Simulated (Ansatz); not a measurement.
Mulliken charges of C₂Cl₃N, SMILES `N#CC(Cl)(Cl)Cl` from ωB97M-V/def2-TZVPP in Ansatz (PBE0-D4/def2-TZVP geometry).

| atom | x (Å) | y (Å) | z (Å) | charge (e) |
| --- | --- | --- | --- | --- |
| N1 | 1.287 | -1.465 | 1.042 | 0.008 |
| C2 | 0.619 | -0.704 | 0.501 | -0.153 |
| C3 | -0.229 | 0.261 | -0.185 | 0.092 |
| Cl4 | -1.579 | -0.601 | -0.931 | 0.018 |
| Cl5 | 0.731 | 1.079 | -1.422 | 0.018 |
| Cl6 | -0.828 | 1.430 | 0.996 | 0.018 |

**Question.** By hand: the dipole of these point charges (1 e Å = 4.8032 D).

**Answer.** Σ q r = (-0.136, 0.154, -0.110) e Å, of length 0.233 e Å = 1.12 D.

**Question.** How does the dipole of the full density compare? (Best estimate.)

**Answer.** Computed: (-0.279, 0.318, -0.226) e Å, 2.30 D; the point charges give 0.49 times that, at 0° from its direction.

Point charges leave out the atoms' own dipoles, such as those of lone pairs, and Mulliken's split depends on the basis, so the two needn't agree.
